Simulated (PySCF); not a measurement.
**Predicted spectroscopic data**

PySCF 2.14 calculation with PBE0/pcSseg-1 with gauge-including orbitals, coordinates at the GFN2-xTB level and couplings computed with B3LYP/pcJ-1; one averaged value for each set of equivalent atoms, non-relativistic, no solvent model, single conformer.

Shifts are taken against calculated references (same method and geometry level): TMS for 1H (σ = 31.72 ppm), 13C (σ = 186.93 ppm). Multiplet labels drop J under 1 Hz and among equivalent protons, and merge close values. Unscaled 3J(H,H) run several per cent high. Where no couplings were computed, multiplicities follow the n + 1 count of equivalent neighbours, and m marks all less simple cases (inequivalent or close neighbours, rings, F or P nearby). One-bond C–F couplings are unscaled and too large by tens of Hz. Shifts are as computed. Against solution values, carbons near 30 ppm lie about +3 ppm off and those near 130 ppm about +5 ppm; carbons on Cl a further +6 ppm. Of 1211 compounds with measured shifts, 218 miss one by over three times the rms of a fit or turn the order of signals round; such compounds aren't used in these exercises. Carbons bonded to Cl come out too deshielded.

**1.** cis-1,2-difluoroethene (F/C=C\F, C$_{2}$H$_{2}$F$_{2}$). 1H NMR (600 MHz, computed): δ 6.46 (m, 2H). 13C{1H} NMR (computed): δ 145.6 (CH, m).

**2.** `C=C1CC[C@H]1Cl`, C$_{5}$H$_{7}$Cl. 1H NMR (600 MHz, computed): δ 5.76 (br s, 1H), 5.53 (br s, 1H), 4.76 (m, 1H), 2.89 (m, 1H), 2.67 (m, 1H), 2.58 (m, 1H), 2.24 (m, 1H). 13C{1H} NMR (computed): δ 159.3 (C), 121.0 (CH2), 59.5 (CH), 31.3 (CH2), 27.9 (CH2).

**3.** `C(=C)(C)COCOC`, C$_{6}$H$_{12}$O$_{2}$. 1H NMR (600 MHz, computed): δ 5.59 (br s, 1H), 5.29 (br s, 1H), 4.96 (s, 2H), 4.02 (s, 2H), 3.51 (s, 3H), 1.81 (s, 3H). 13C{1H} NMR (computed): δ 148.7, 115.0, 100.3, 74.3, 56.7, 22.6.
